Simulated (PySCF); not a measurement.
**Quadrupole coupling of protonated nitrous oxide: levels of theory against gas-phase measurements**

Values to reproduce (atoms as numbered below): 14N at N1: χzz = 2.737 MHz [1]; 14N at N2: χzz = -0.424 MHz [1].
[1] measured, gas; W. C. Bailey, Calculation of NQCC in Gaseous State Molecules (compilation of microwave values)

Compound: protonated nitrous oxide, HN2O (charge +1).
Cartesian coordinates in Å at the GFN2-xTB level; atoms count from 1:
```xyz
4
HN2O angstrom
N     -0.5401    0.0154    0.1060
N      0.5002   -0.0109    0.5099
O      1.5320   -0.0355    0.9103
H     -1.4819    0.0358   -0.2595
```

What do the calculations give?

PySCF, non-relativistic, all at one geometry, with Q(14N) = 0.02044 b:

| level | functions | 14N N1 (MHz) | 14N N2 (MHz) | mean of computed/reference − 1 (%) |
| --- | --- | --- | --- | --- |
| B3LYP/pcJ-1 | 91 | 3.284 | 0.252 | -69.7 |
| PBE0/pcSseg-1 | 56 | 3.138 | -0.031 | -39.0 |

Closest here is PBE0/pcSseg-1 (53.6 % unsigned error), furthest B3LYP/pcJ-1 (89.7 %); one molecule doesn't rank methods. The miss is large at every level shown, and its cause wasn't examined. Computed values are for fixed nuclei, while measured ones can include vibrational averaging. GFN2-xTB bond lengths can be off by several hundredths of an ångström, more for odd bonds, and the gradients follow them.
